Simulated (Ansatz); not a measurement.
# CH3Si+: functionals against CCSD(T) at one geometry

The atoms stand at a frame of a short trajectory. How far do the functionals agree with CCSD(T) there?

The runs use Ansatz 0.2.0, Gaussian basis; single points in def2-TZVPP.

Cores are frozen in the correlated methods.

1 further run of the same task is left out (it didn't finish).

## (1) The starting structure

SMILES `C=[SiH+]`, 5 atoms, charge 1, spin multiplicity 1.

Atoms are counted from 1 here; the program's logs count them from 0.

Bond lengths: C1–Si2 1.719 Å, C1–H3 1.141 Å, C1–H4 1.230 Å, Si2–H5 1.453 Å. Angles: Si2–C1–H3 121.0°, Si2–C1–H4 119.7°, H3–C1–H4 119.2°, C1–Si2–H5 178.5°.

Coordinates:

```
C    -0.3065   -0.6705    0.0945
Si    0.4101    0.8769   -0.1181
H    -0.4275   -1.1251    1.1340
H    -0.7574   -1.2722   -0.8787
H     0.9973    2.1973   -0.2657
```

## (2) PBE-D4/def2-TZVPP

run/in.yaml reads:

```yaml
crystal:
  periodic: [false, false, false]
  atoms:
    - {symbol: C, position_ang: [-0.306534, -0.670523, 0.094533]}
    - {symbol: Si, position_ang: [0.410087, 0.876918, -0.118056]}
    - {symbol: H, position_ang: [-0.427457, -1.125148, 1.133961]}
    - {symbol: H, position_ang: [-0.757432, -1.272240, -0.878714]}
    - {symbol: H, position_ang: [0.997282, 2.197256, -0.265709]}
basis:
  gaussian: {orbitals: def2-TZVPP}
total_charge: 1
hamiltonian: {xc: pbe, dispersion: d4}
output: {forces: true}
```

Run with:

```sh
$ ansatz run in.yaml --threads 2 --pin off --events-out ev --progress --plain --max-ram 3481MiB
```

The log of the run:

```text
Functional definition: PBE
  name "PBE"
  cite "Perdew, Burke & Ernzerhof, Phys. Rev. Lett. 77, 3865 (1996) doi:10.1103/PhysRevLett.77.3865"
  parent pbe
  parameter kappa = 0.804
  parameter beta = 0.06672455060314922
  exchange = pbe_x(kappa = kappa, mu = beta*pi^2/3)
  correlation = pbe_c(beta = beta)
645 factors; their error is unknown
mean field evaluation 1: about -8921.7456 eV, gradient 9.9e1 eV
mean field evaluation 2: about -8799.0407 eV, gradient 1.6e2 eV
mean field evaluation 4: about -8945.1278 eV, gradient 2.2e1 eV
mean field evaluation 8: about -8946.8324 eV, gradient 1.3e-1 eV
mean field evaluation 16: about -8946.8126 eV, gradient 7.1e-3 eV
mean field -8946.81262177 eV, -328.7892994826 hartree, gradient 2.9e-5 eV, S^2 0.000000; 0 other end points of the search recorded, 0 dependent functions left out
the calculation of the forces begins
reference -8946.81265554 eV, -328.7893007236 hartree; 11, 11 occupied and 104, 104 virtual orbitals, 645 factors
Total energy: -8946.86040901 eV, -328.7910556314 hartree
Atom 0 at    -0.306534    -0.670523     0.094533 Å, force    -0.705430    -0.634798    -1.365587 eV/Å
Atom 1 at     0.410087     0.876918    -0.118056 Å, force    -0.897408    -1.912749     0.305500 eV/Å
Atom 2 at    -0.427457    -1.125148     1.133961 Å, force     0.164889     0.482462    -1.213276 eV/Å
Atom 3 at    -0.757432    -1.272240    -0.878714 Å, force     1.146306     1.470590     2.386838 eV/Å
Atom 4 at     0.997282     2.197256    -0.265709 Å, force     0.291644     0.594495    -0.113475 eV/Å
Dipole moment:     0.142637     0.336429    -0.064417 e Å
```

Wall time 4.4 s (2 threads of AMD EPYC, shared host); peak memory 0.11 GiB.

## (3) r2SCAN-D4/def2-TZVPP

Edit run/in.yaml of step 2 so:

```diff
@@ -11,3 +11,3 @@
 total_charge: 1
-hamiltonian: {xc: pbe, dispersion: d4}
+hamiltonian: {xc: r2scan, dispersion: d4}
 output: {forces: true}
```

Run with:

```sh
$ ansatz run in.yaml --threads 2 --pin off --events-out ev --progress --plain --max-ram 3481MiB
```

The log of the run, shortened:

```text
Functional definition: r2SCAN
  name "r2SCAN"
  cite "Furness, Kaplan, Ning, Perdew & Sun, J. Phys. Chem. Lett. 11, 8208 (2020) doi:10.1021/acs.jpclett.0c02405"
  cite "Furness, Kaplan, Ning, Perdew & Sun, J. Phys. Chem. Lett. 11, 9248 (2020) doi:10.1021/acs.jpclett.0c03077"
  parent r2scan
[...]
645 factors; their error is unknown
[...]
mean field -8950.77041046 eV, -328.9347455342 hartree, gradient 3.8e-5 eV, S^2 0.000000; 0 other end points of the search recorded, 0 dependent functions left out
[...]
reference -8950.77042072 eV, -328.9347459114 hartree; 11, 11 occupied and 104, 104 virtual orbitals, 645 factors
Total energy: -8950.78072592 eV, -328.9351246206 hartree
Atom 0 at    -0.306534    -0.670523     0.094533 Å, force    -0.652925    -0.475779    -1.383599 eV/Å
Atom 1 at     0.410087     0.876918    -0.118056 Å, force    -0.976302    -2.071295     0.333358 eV/Å
Atom 2 at    -0.427457    -1.125148     1.133961 Å, force     0.188171     0.571004    -1.448693 eV/Å
Atom 3 at    -0.757432    -1.272240    -0.878714 Å, force     1.237621     1.584680     2.591235 eV/Å
Atom 4 at     0.997282     2.197256    -0.265709 Å, force     0.203434     0.391390    -0.092301 eV/Å
Dipole moment:     0.149134     0.350284    -0.066685 e Å
```

Wall time 6 s (2 threads of AMD EPYC, shared host); peak memory 0.13 GiB.

## (4) PBE0-D4/def2-TZVPP

Edit run/in.yaml of step 3 so:

```diff
@@ -11,3 +11,3 @@
 total_charge: 1
-hamiltonian: {xc: r2scan, dispersion: d4}
-output: {forces: true}
+hamiltonian: {xc: pbe0, dispersion: d4}
+output: {forces: true, orbitals: {seedname: orbitals}}
```

Run with:

```sh
$ ansatz run in.yaml --threads 2 --pin off --events-out ev --progress --plain --max-ram 3481MiB
```

The log of the run, shortened:

```text
Functional definition: PBE0
  name "PBE0"
  cite "Adamo & Barone, J. Chem. Phys. 110, 6158 (1999) doi:10.1063/1.478522"
[... 2 set-up lines as earlier in the session ...]
[...]
648 factors; their error is unknown
[...]
mean field -8947.47257715 eV, -328.8135523955 hartree, gradient 8.9e-6 eV, S^2 0.000000; 0 other end points of the search recorded, 0 dependent functions left out
[...]
reference -8947.47260250 eV, -328.8135533272 hartree; 11, 11 occupied and 104, 104 virtual orbitals, 648 factors
Total energy: -8947.51205932 eV, -328.8150033385 hartree
Atom 0 at    -0.306534    -0.670523     0.094533 Å, force    -0.643507    -0.429959    -1.417609 eV/Å
Atom 1 at     0.410087     0.876918    -0.118056 Å, force    -1.036814    -2.202830     0.351421 eV/Å
Atom 2 at    -0.427457    -1.125148     1.133961 Å, force     0.204348     0.601526    -1.464119 eV/Å
Atom 3 at    -0.757432    -1.272240    -0.878714 Å, force     1.266549     1.627553     2.623348 eV/Å
Atom 4 at     0.997282     2.197256    -0.265709 Å, force     0.209424     0.403709    -0.093041 eV/Å
Dipole moment:     0.159283     0.372119    -0.069585 e Å
```

Wall time 5.5 s (2 threads of AMD EPYC, shared host); peak memory 0.16 GiB.

## (5) wB97M-V/def2-TZVPP

Edit run/in.yaml of step 4 so:

```diff
@@ -11,3 +11,3 @@
 total_charge: 1
-hamiltonian: {xc: pbe0, dispersion: d4}
-output: {forces: true, orbitals: {seedname: orbitals}}
+hamiltonian: {xc: {name: wB97M-V}}
+output: {forces: true}
```

Run with:

```sh
$ ansatz run in.yaml --threads 2 --pin off --events-out ev --progress --plain --max-ram 3481MiB
```

The log of the run, shortened:

```text
Functional definition: wB97M-V
  name "wB97M-V"
  cite "Mardirossian & Head-Gordon, J. Chem. Phys. 144, 214110 (2016) doi:10.1063/1.4952647"
  cite "Becke, J. Chem. Phys. 107, 8554 (1997) doi:10.1063/1.475007"
  cite "Vydrov & Van Voorhis, J. Chem. Phys. 133, 244103 (2010) doi:10.1063/1.3521275"
  # Of w^i u^j: cxij and so on, Table III.
[...]
  gx(w, u) = 1 - cx + cx01*u + cx10*w
  gss(w, u) = css00 + css04*u^4 + css10*w + css20*w^2 + css43*w^4*u^3
  gos(w, u) = cos00 + cos10*w + (cos20 + cos21*u)*w^2 + (cos60 + cos61*u)*w^6
[...]
      + integral(e_c_pw_mod_opposite_spin*gos(b97_w_opposite, b97_u_opposite)) + vv10(b, c)
648 factors; their error is unknown
154 factors; integrals over basis functions are off by at most 5.3e-5 eV
[...]
mean field -8951.03401612 eV, -328.9444328638 hartree, gradient 4.0e-5 eV, S^2 0.000000; 0 other end points of the search recorded, 0 dependent functions left out
[...]
reference -8951.03405629 eV, -328.9444343398 hartree; 11, 11 occupied and 104, 104 virtual orbitals, 648 factors
Total energy: -8951.03405629 eV, -328.9444343398 hartree
Atom 0 at    -0.306534    -0.670523     0.094533 Å, force    -0.573117    -0.266621    -1.417224 eV/Å
Atom 1 at     0.410087     0.876918    -0.118056 Å, force    -1.043963    -2.211628     0.354901 eV/Å
Atom 2 at    -0.427457    -1.125148     1.133961 Å, force     0.214465     0.635318    -1.543040 eV/Å
Atom 3 at    -0.757432    -1.272240    -0.878714 Å, force     1.290198     1.657272     2.672314 eV/Å
Atom 4 at     0.997282     2.197256    -0.265709 Å, force     0.112417     0.185659    -0.066951 eV/Å
Dipole moment:     0.171215     0.397252    -0.071919 e Å
```

Run time: 11 s. Hardware: 2 threads of AMD EPYC, shared host; peak memory 0.21 GiB.

## (6) CCSD(T)/def2-TZVPP

Edit run/in.yaml of step 5 so:

```diff
@@ -11,3 +11,3 @@
 total_charge: 1
-hamiltonian: {xc: {name: wB97M-V}}
+correlation: {method: ccsd_t}
 output: {forces: true}
```

Run with:

```sh
$ ansatz run in.yaml --threads 2 --pin off --events-out ev --progress --plain --max-ram 3481MiB
```

The log of the run, shortened:

```text
Functional definition: HF
  name "HF"
  cite "Fock, Z. Phys. 61, 126 (1930) doi:10.1007/BF01340294"
[... 1 set-up line as earlier in the session ...]
[...]
668 factors; integrals over basis functions are off by at most 9.7e-4 eV
[...]
mean field -8929.43958488 eV, -328.1508521527 hartree, gradient 1.9e-6 eV, S^2 0.000000; 1 other end points of the search recorded, 0 dependent functions left out; unrestricted orbitals would lower it
6 core orbitals not correlated: weight in the atoms' cores, before any rotation towards them, 1.000 or more for the frozen orbitals, at most 0.000 for the correlated occupied ones
reference -8929.43958488 eV, -328.1508521527 hartree; 5, 5 occupied and 104, 104 virtual orbitals, 668 factors
second order -7.17662253 eV of doubles, -0.00000000 eV of singles
cycle   1  -7.50195795 eV  change   -3.3e-1 eV  update   8.4e-2
[...]
cycle  12  -7.87216294 eV  change    1.5e-6 eV  update   2.1e-6
perturbative correction -0.40622511 eV, -0.0149284974 hartree
[...]
Total energy: -8937.71797292 eV, -328.4550773021 hartree
Atom 0 at    -0.306534    -0.670523     0.094533 Å, force    -0.943892    -1.096851    -1.287326 eV/Å
Atom 1 at     0.410087     0.876918    -0.118056 Å, force    -0.688436    -1.459218     0.246156 eV/Å
Atom 2 at    -0.427457    -1.125148     1.133961 Å, force     0.205778     0.610995    -1.472355 eV/Å
Atom 3 at    -0.757432    -1.272240    -0.878714 Å, force     1.255481     1.618583     2.595800 eV/Å
Atom 4 at     0.997282     2.197256    -0.265709 Å, force     0.171069     0.326491    -0.082274 eV/Å
Dipole moment:     0.152509     0.356448    -0.065791 e Å
```

It took 53 s on 2 threads of AMD EPYC, shared host; peak memory 0.69 GiB.

## (7) Side by side

```csv
method,RMS force component (eV/Å),RMS error against CCSD(T) (eV/Å),angle to CCSD(T) forces (°)
PBE-D4,1.116,0.228,11.3
r2SCAN-D4,1.193,0.252,12.2
PBE0-D4,1.226,0.288,13.5
wB97M-V,1.237,0.325,15.1
CCSD(T),1.157,reference,reference
```

Energy less the free neutral atoms in their ground states at the same level (atoms from separate runs):

Differences are taken before rounding.

```csv
method,rung,energy less atoms (eV),from CCSD(T) (eV)
PBE-D4,GGA,-7.438,-0.719
r2SCAN-D4,meta-GGA,-7.106,-0.387
PBE0-D4,hybrid,-6.994,-0.276
wB97M-V,range-separated hybrid,-7.162,-0.443
Hartree-Fock,wavefunction,-2.942,+3.777
MP2,wavefunction,-6.794,-0.076
CCSD,wavefunction,-6.436,+0.283
CCSD(T),wavefunction,-6.719,0
```

What each level took, beside its miss in the forces (shared host):

```csv
method,time,RMS force error (eV/Å)
PBE-D4,4.4 s,0.228
r2SCAN-D4,6 s,0.252
PBE0-D4,5.5 s,0.288
wB97M-V,11 s,0.325
CCSD(T),53 s,0
```

## (8) Outcome

| quantity | value |
| --- | --- |
| energy less free atoms, CCSD(T)/def2-TZVPP | -6.719 eV |
| RMS force component | 1.116 to 1.237 eV/Å over the methods |
| RMS force error | PBE-D4 0.228, r2SCAN-D4 0.252, PBE0-D4 0.288, wB97M-V 0.325 eV/Å |
| HOMO and LUMO, PBE0-D4 | -13.34 and -9.47 eV |
| T1 diagnostic | 0.019 |

In words: Against CCSD(T) the functionals' energies less atoms differ by -0.719 to -0.276 eV, PBE-D4 by -0.719 eV. CCSD(T) in triple zeta still lacks some correlation energy of the bonds, so part of these gaps is its own basis error and they don't rank the functionals. For forces PBE-D4 does best and wB97M-V worst. Frozen-core CCSD(T) forces in triple zeta carry basis errors of their own, and this is one geometry, so small gaps rank nothing. The restricted Hartree–Fock reference is unstable towards an unrestricted one at one or more of these structures.
